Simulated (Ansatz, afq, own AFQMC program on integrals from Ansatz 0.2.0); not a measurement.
Two steps: Ansatz 0.2.0 writes the Fock matrix and Cholesky factors of the valence space, and afq projects on them the lowest state that overlaps trial and start.

```yaml
crystal:
  periodic: [false, false, false]
  atoms:
    - {symbol: N, position_ang: [0.000000, 0.000000, 0.000000]}
    - {symbol: N, position_ang: [0.000000, 0.000000, 1.266308]}
basis:
  gaussian: {orbitals: 6-31G}
magnetization: {spin_polarized: true, initial_magnetization: 2}
correlation: {method: ccsd_t, electrons: outside_noble_gas, hamiltonian_folder: ham}
```

```sh
$ ansatz run in.yaml --threads 1 --pin off --events-out ev --progress --plain --max-ram 16896MiB --backend cuda --devices 0, --max-vram 18GiB
```

Options of the walk:

```
--method phaseless --trial cisd --walkers 20 --populations 1 --least-time 40 --time-step 0.02 --steps-per-block 10 --equilibration-blocks 30 --max-blocks 200 --target-error 0.00076 --factor-cut 1e-05 --start determinant --seed 5533 --taylor-order 4
```

Times are imaginary, in 1/Eh. The walk had a cap of 60 s.

afq prints:

```
orbitals 16  electrons 6 4  factors 95 of 269
reference energy -108.68862626 Eh
CCSD correlation -0.18778527 Eh in 17 cycles, weight of the determinant in the CISD state 0.6968
energy of the start -108.876412 Eh
 block  time / (1/Eh)  mean weight  energy / Eh
     1     0.200  1.0023  -108.875648
     2     0.400  1.0014  -108.873972
     3     0.600  0.9915  -108.880680
     4     0.800  0.9991  -108.879994
     5     1.000  0.9930  -108.878045
    10     2.000  1.0009  -108.875782
    31     6.200  0.9935  -108.894670
    56    11.200  0.9913  -108.944092
    81    16.200  1.0086  -108.904325
   106    21.200  1.0132  -108.883700
   111    22.200  0.9993  -108.871146
   131    26.200  1.0069  -108.874989
   156    31.200  0.9918  -108.877969
   181    36.200  1.0170  -108.908933
   206    41.200  1.0054  -108.933454
   226    45.200  1.0137  -108.887800
blocks merged  error / Eh  count
     1  0.001107  200
     2  0.001401  100
     4  0.001511  50
     8  0.001700  25
    16  0.001647  12
energy -108.893694 +/- 0.001700 Eh
(rows thinned)
```

The run passed its tests (sampling time, drift between the halves within three errors, error under three times the target), which doesn't prove that it has relaxed.

Against this walk (error 46.3 meV) on the same determinant: CCSD(T) 131.1 meV higher, CCSDT(Q) 194.0 meV lower, CCSDTQ 146.7 meV lower, full CI 148.8 meV lower. The error is statistical and leaves out the bias of the constraint. The determinant has ⟨S²⟩ = 2.30, so the low cluster orders mix in higher spin, and so can this walk. Full CI is exact here, so the walk's 149 meV above it is the walk's own error: the bias of the constraint with this trial. The determinant is a poor start (see the cautions), so the low cluster orders aren't to be relied on, and full CI is the sure value.

Cautions: constraint bias not in the error; error above the target (46.3 against 20.7 meV); lower spins were not checked; strong correlation (T1 0.071, weight of the determinant 0.70, largest double 0.41); (T) is large, 7 % of the CCSD correlation; unrestricted determinant spin contaminated (⟨S²⟩ 2.30 against 2.00); CCSD(T) is in doubt: in a space of 10 electrons in 9 natural orbitals full CI lies 94 meV below it; the CCSDT(Q) amplitudes may be one of several solutions (largest double 1.02); the CCSDTQ amplitudes may be one of several solutions (largest double 1.04); so few walkers bias the energy; the time-step error isn't removed.

The walk took 18 s on 1 × NVIDIA H100 80GB HBM3 with 2 threads of AMD EPYC 7R13 Processor (Zen 3), on a shared host (the card was shared). The log's last line is the phaseless energy.

CCSDT and higher add their correlation energy to the determinant of the CCSD(T) run, since their own runs factorise the integrals more tightly (a shift of under 2 meV).
